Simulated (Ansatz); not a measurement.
Reaction (SMILES): CC#N [acetonitrile] -> [CH3] (CH3) + [C]#N (the C-C bond breaks)

Quantity: bond dissociation energy (enthalpy at 298 K), in kcal/mol. Terms: open shells spin-unrestricted; LANL2DZ all-electron up to Ne; spin-orbit terms left out; no dispersion term unless named; six Cartesian d functions in 6-31G* and its kin unless marked 5d; 6-311+G** with 5d; non-relativistic. First-principles rows: single points at B3LYP-D3(BJ) geometries (Ansatz, an electronic-structure program), with unscaled harmonic terms from B3LYP/6-31G* at its own minima.

Measured values: Active Thermochemical Tables 1.112 (ions: stationary electron), as tabulated in the package chemicals; G2/97 table in ASE (Curtiss et al.); they hold spin-orbit and core effects, anharmonicity. 

Value to compare with, the measured value: 121.9 kcal/mol.

```
level           program  bond dissociation energy (enthalpy at 298 K) (kcal/mol)  error
--------------  -------  -------------------------------------------------------  -----
PBE/STO-3G       Ansatz                                                    134.3   12.4
PBE/3-21G        Ansatz                                                    128.8    6.9
PBE/LANL2DZ      Ansatz                                                    123.5    1.6
PBE/6-31G*       Ansatz                                                    124.8    2.9
PBE/def2-SVP     Ansatz                                                    126.1    4.2
PBE/6-311+G**    Ansatz                                                    123.2    1.3
PBE/def2-TZVPD   Ansatz                                                    123.3    1.4
```

Among the 6 habitual levels, PBE/STO-3G lies farthest from the measured value (12.4 kcal/mol); 6 of 6 lie above it, and their mean absolute error is 4.9 kcal/mol, the median 3.5. One case shows no general order.

The sets are all those run for this method; runs whose electronic state is in doubt are left out.
